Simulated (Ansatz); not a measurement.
Basis-set extrapolation for C3H5NO, SMILES `N/C=C1/CO1` (PBE0-D4/def2-TZVP geometry, frozen core, Ansatz). Multiplicity 1, RHF reference.

```tsv
	def2-TZVPP	def2-QZVPP
HF	-245.831751	-245.843287
MP2 correlation	-0.924664	-0.989325
CCSD(T) correlation	-0.990143	not run
```

Energies in hartree. Use E(X) = E(∞) + A·exp(−7.88·√X) for Hartree–Fock and E(X) = E(∞) + B·X^(−2.97) for correlation, with X = 3 and 4, and add CCSD(T) minus MP2 of the smaller set to the MP2 limit.

Problem. What is the CCSD(T) energy at the basis-set limit?

Solution. HF limit: -245.843287 + (-0.011536) × 0.13774 = -245.84488. MP2 limit: -0.989325 + (-0.064661) × 0.74074 = -1.03722. Higher-order term: -0.990143 − (-0.924664) = -0.06548. Total: -246.94758 hartree, 78.9 kcal/mol below CCSD(T)/def2-TZVPP.
